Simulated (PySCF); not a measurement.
LiSi⁺ at r²SCAN

Level: r²SCAN. basis Li def2-TZVP, Si def2-TZVP; no relativity; PySCF 2.14.

```
state                                                                                                              : ³Π (triplet), unpaired electrons σ ↑, π ↑
bond length                                                                                                        : 277.9 pm
harmonic wavenumber                                                                                                : 261 cm⁻¹
force constant                                                                                                     : 0.225 mdyn/Å
rotational constant Be                                                                                             : 0.3892 cm⁻¹
anharmonicity ωexe                                                                                                 : 3.88 cm⁻¹
vibration–rotation constant αe                                                                                     : 0.00753 cm⁻¹
well depth De to Li⁺ + Si                                                                                          : 0.68 eV
dissociation energy D0                                                                                             : 0.67 eV
bond order (Mayer)                                                                                                 : 0.23
dipole moment (positive dipole points towards Si; it is taken about the centre of mass and depends on that origin) : -7.56 D
```

For an ion De counts to the pair picked by the measured ionisation energies or electron affinities, which need not be the lowest pair at this level. The state was picked by a PBE0 search and need not be the measured ground state.
